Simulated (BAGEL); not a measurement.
# One shape, several levels: doublet [SiPH5]+

Wanted: a comparison of 5 runs (UHF/STO-3G, UHF/3-21G, ROHF/6-31G*, UHF/6-31G*, ROHF/def2-SVPD) of doublet [SiPH5]+. 

The results are computed with BAGEL 1.2.2.

1 further run of the same task is left out (set aside as unsound or not needed).

## Step 1: Starting point

[SiPH5]+ has 7 atoms, charge +1, and is taken as a doublet. As SMILES of the parent species, `[SiH3]P`. The shape is that of a GFN2-xTB optimisation. That shape belongs to the parent species and isn't relaxed for this state.

Bond lengths: Si1–P2 2.234 Å, Si1–H3 1.462 Å, Si1–H4 1.462 Å, Si1–H5 1.465 Å, P2–H6 1.383 Å, P2–H7 1.383 Å. Angles: Si1–P2–H6 95.7°, Si1–P2–H7 95.8°, P2–Si1–H3 106.9°, P2–Si1–H4 106.8°, P2–Si1–H5 113.1°, H6–P2–H7 92.2°, H3–Si1–H4 111.1°, H3–Si1–H5 109.5°, H4–Si1–H5 109.5°.

## Step 2: The energy at UHF/STO-3G (density fitting with qzvpp-jkfit) (run 1)

The input, job.json:

```json
{ "bagel" : [

{
  "title" : "molecule",
  "basis" : "sto-3g",
  "df_basis" : "qzvpp-jkfit",
  "angstrom" : true,
  "geometry" : [
    { "atom" : "Si", "xyz" : [   -0.640830,   -0.361550,   -0.395920 ] },
    { "atom" : "P", "xyz" : [    1.061310,   -0.009120,    1.007680 ] },
    { "atom" : "H", "xyz" : [   -1.825500,   -0.602940,    0.426340 ] },
    { "atom" : "H", "xyz" : [   -0.298920,   -1.544330,   -1.184630 ] },
    { "atom" : "H", "xyz" : [   -0.890510,    0.768910,   -1.293660 ] },
    { "atom" : "H", "xyz" : [    0.664680,    1.260240,    1.387120 ] },
    { "atom" : "H", "xyz" : [    1.929760,    0.488790,    0.053060 ] }
  ]
},
{ "title" : "uhf", "charge" : 1, "nopen" : 1 },
{ "title" : "print", "file" : "orbitals.molden", "orbitals" : true }

]}
```

Command:

```sh
BAGEL_NUM_THREADS=1 BAGEL job.json > job.out
```

What it wrote:

```text
* using 1 threads per process

  ===============================================================
  ===============================================================

  *** Geometry ***

[... 23 lines left out ...]
      * DIIS with orbital gradients will be used.

  === UHF iteration (sto-3g) ===
      0       -625.15537192          0.02227341           0.01
      1       -625.19176366          0.00471544           0.01
      2       -625.19432457          0.00205444           0.01
[... 12 lines of this table left out ...]
     15       -625.19571518          0.00000001           0.02
    * SCF iteration converged.

    * S^2 (UHF) is 0.7552

    * Permanent dipole moment:
           (   -0.790448,    -0.297686,    -0.575599) a.u.

    * METHOD: UHF                                  0.29

    * METHOD: PRINT                                0.00

  ===============================================================
```

Run time: 0.52 s. Hardware: 1 thread of Arm Neoverse V2, shared host.

## Step 3: A single-point energy at UHF/3-21G (density fitting with qzvpp-jkfit) (run 2)

The input, calc.json:

```json
{ "bagel": [

{
  "title": "molecule",
  "basis": "3-21g",
  "df_basis": "qzvpp-jkfit",
  "angstrom": "true",
  "geometry": [
    { "atom": "Si", "xyz": [   -0.640830,   -0.361550,   -0.395920 ] },
    { "atom": "P", "xyz": [    1.061310,   -0.009120,    1.007680 ] },
    { "atom": "H", "xyz": [   -1.825500,   -0.602940,    0.426340 ] },
    { "atom": "H", "xyz": [   -0.298920,   -1.544330,   -1.184630 ] },
    { "atom": "H", "xyz": [   -0.890510,    0.768910,   -1.293660 ] },
    { "atom": "H", "xyz": [    0.664680,    1.260240,    1.387120 ] },
    { "atom": "H", "xyz": [    1.929760,    0.488790,    0.053060 ] }
  ]
},
{ "title": "uhf", "charge": 1, "nopen": 1 },
{ "title": "print", "file": "orbitals.molden", "orbitals": "true" }

]}
```

Command:

```sh
BAGEL_NUM_THREADS=1 BAGEL calc.json > calc.out
```

What it wrote:

```text
* using 1 threads per process

  ===============================================================
  ===============================================================

  *** Geometry ***

[... 23 lines left out ...]
      * DIIS with orbital gradients will be used.

  === UHF iteration (3-21g) ===
      0       -628.87434399          0.02564210           0.02
      1       -628.92903105          0.00681837           0.02
      2       -628.93282630          0.00228286           0.02
[... 13 lines of this table left out ...]
     16       -628.93413647          0.00000001           0.02
    * SCF iteration converged.

    * S^2 (UHF) is 0.7586

    * Permanent dipole moment:
           (   -0.696952,    -0.373527,    -0.443418) a.u.

    * METHOD: UHF                                  0.47

    * METHOD: PRINT                                0.00

  ===============================================================
```

It took 0.7 s on 1 thread of Arm Neoverse V2, shared host.

Runs 3 to 4 aren't shown in full; the table further down has their settings and results.

## Step 4: The energy at ROHF/def2-SVPD (density fitting with qzvpp-jkfit) (run 5)

The input, input.json:

```json
{ "bagel" : [

{
  "title" : "molecule",
  "basis" : "def2-svpd.json",
  "df_basis" : "qzvpp-jkfit",
  "angstrom" : true,
  "geometry" : [
    { "atom" : "Si", "xyz" : [   -0.640830,   -0.361550,   -0.395920 ] },
    { "atom" : "P", "xyz" : [    1.061310,   -0.009120,    1.007680 ] },
    { "atom" : "H", "xyz" : [   -1.825500,   -0.602940,    0.426340 ] },
    { "atom" : "H", "xyz" : [   -0.298920,   -1.544330,   -1.184630 ] },
    { "atom" : "H", "xyz" : [   -0.890510,    0.768910,   -1.293660 ] },
    { "atom" : "H", "xyz" : [    0.664680,    1.260240,    1.387120 ] },
    { "atom" : "H", "xyz" : [    1.929760,    0.488790,    0.053060 ] }
  ]
},
{ "title" : "rohf", "charge" : 1, "nopen" : 1 },
{ "title" : "print", "file" : "orbitals.molden", "orbitals" : true }

]}
```

The basis set def2-SVPD is read from a file made from the Basis Set Exchange's data (not shown).

Command:

```sh
BAGEL_NUM_THREADS=1 BAGEL input.json > input.out
```

What it wrote:

```text
* using 1 threads per process

  ===============================================================
  ===============================================================

  *** Geometry ***

[... 23 lines left out ...]
      * DIIS with orbital gradients will be used.

  === ROHF iteration (def2-svpd.json) ===
      0       -631.95933072          0.02463190           0.07
      1       -632.04338259          0.00644982           0.07
      2       -632.05225790          0.00259164           0.07
[... 12 lines of this table left out ...]
     15       -632.05474533          0.00000001           0.07
    * SCF iteration converged.

    * S^2 (ROHF) is 0.7500

    * Permanent dipole moment:
           (   -0.765664,    -0.310277,    -0.544471) a.u.

    * METHOD: ROHF                                 1.29

    * METHOD: PRINT                                0.01

  ===============================================================
```

It took 1.6 s on 1 thread of Arm Neoverse V2, shared host.

## Step 5: All runs side by side

| run | level | energy (Eh) | ⟨S²⟩ | wall time |
| --- | --- | --- | --- | --- |
| 1 | UHF/STO-3G (density fitting with qzvpp-jkfit) | -625.195715 | 0.755 | 0.52 s |
| 2 | UHF/3-21G (density fitting with qzvpp-jkfit) | -628.934136 | 0.759 | 0.7 s |
| 3 | ROHF/6-31G* (density fitting with qzvpp-jkfit, spherical functions) | -632.205668 | 0.750 | 0.91 s |
| 4 | UHF/6-31G* (density fitting with qzvpp-jkfit, spherical functions) | -632.208392 | 0.759 | 0.93 s |
| 5 | ROHF/def2-SVPD (density fitting with qzvpp-jkfit) | -632.054745 | 0.750 | 1.6 s |

## Step 6: What came out

| quantity | value |
| --- | --- |
| run 5: total energy | -632.05475 Eh |
| run 5: ⟨S²⟩ | 0.750 |

In run 1 the basis is minimal, so the values are rough. All runs together took 4.6 s, the longest 1.6 s.
